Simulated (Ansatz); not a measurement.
# BH₃+ (quartet): from Hartree-Fock to the top rungs, def2-QZVPP

One table from this session's results is given with a row withheld; the runs are named, their logs left out.

Computed with Ansatz 0.2.0, Gaussian basis. Level: def2-QZVPP, core rule «outside noble gas», up to 1 orbitals frozen.

The runs, in order: UHF; ROHF; CCSD(T) on UHF.

2 further runs of the same task are left out: 2 set aside as unsound or not needed.

## What is computed

The geometry is a PBE0/def2-TZVP stationary point (not a proven minimum) of the parent state, kept for this charge and spin.

4 atoms, charge 1, spin multiplicity 4.

Atoms are counted from 1 here; the program's logs count them from 0.

Bond lengths: B1–H2 1.276 Å, B1–H3 1.174 Å, B1–H4 1.276 Å. Angles: H2–B1–H3 145.8°, H2–B1–H4 68.5°, H3–B1–H4 145.8°.

Set-up of the first run:

in.yaml reads:

```yaml
crystal:
  periodic: [false, false, false]
  atoms:
    - {symbol: B, position_ang: [0.000000, 0.000000, 0.068140]}
    - {symbol: H, position_ang: [0.000000, 0.717784, -0.986606]}
    - {symbol: H, position_ang: [0.000000, 0.000000, 1.242354]}
    - {symbol: H, position_ang: [0.000000, -0.717784, -0.986606]}
basis:
  gaussian: {orbitals: "def2-QZVPP.json"}
total_charge: 1
magnetization: {spin_polarized: true, initial_magnetization: 3}
hamiltonian: {xc: hf}
output: {orbitals: {seedname: orbitals}}
```

The run is started by

```console
$ ansatz run in.yaml --threads 1 --pin off --events-out ev --progress --plain --max-ram 2393MiB
```

Steps of the session up to this table: UHF; ROHF; CCSD(T) on UHF.

One of the session's tables, all rows but one given; the rest of the session is left out.

```
  method  from UCCSD(T) (kcal/mol)
    ROHF                    +61.74
     UHF                    +60.06
    UMP2                    +13.44
   UCCSD                         ?
UCCSD(T)                         0
```

Q: Estimate the row for UCCSD from the others.

The run gave: from UCCSD(T) (kcal/mol): +2.10. In the column «from UCCSD(T) (kcal/mol)» it lies between UCCSD(T) (0) and UMP2 (+13.44).
